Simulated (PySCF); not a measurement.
**Argon: a sound run and one with changed settings**

Sound run: Ar [Ar], Ar⁺ [Ne] 3s2 3p5. All numbers are calculated (PySCF 2.14, no relativity, point nucleus, in def2-TZVP). The sound run starts from symmetry-adapted Hartree-Fock orbitals and uses a fine grid where one is needed.

Changed run: radial step 0.8 in ln r (0.13 in the sound run). This setting is unsound on purpose.

| species | method | sound run (hartree) | changed run (hartree) | converged |
| --- | --- | --- | --- | --- |
| Ar | UHF | -526.80276 | -526.80276 | yes |
| Ar | PBE0 | -527.37173 | -527.37138 | yes |
| Ar | r2SCAN | -527.50081 | -527.41159 | yes |
| Ar⁺ | UHF | -526.26721 | -526.26721 | yes |
| Ar⁺ | PBE0 | -526.79414 | -526.79811 | yes |
| Ar⁺ | r2SCAN | -526.92096 | -526.84686 | yes |

Ionisation energy of Ar:

| method | sound run (eV) | changed run (eV) |
| --- | --- | --- |
| UHF | 14.573 | 14.573 |
| PBE0 | 15.717 | 15.599 |
| r2SCAN | 15.779 | 15.367 |

A coarse radial grid mis-integrates the density and the exchange-correlation energy, with errors of either sign; Hartree-Fock needs no grid.

For comparison, NIST gives 15.760 eV between the lowest levels.
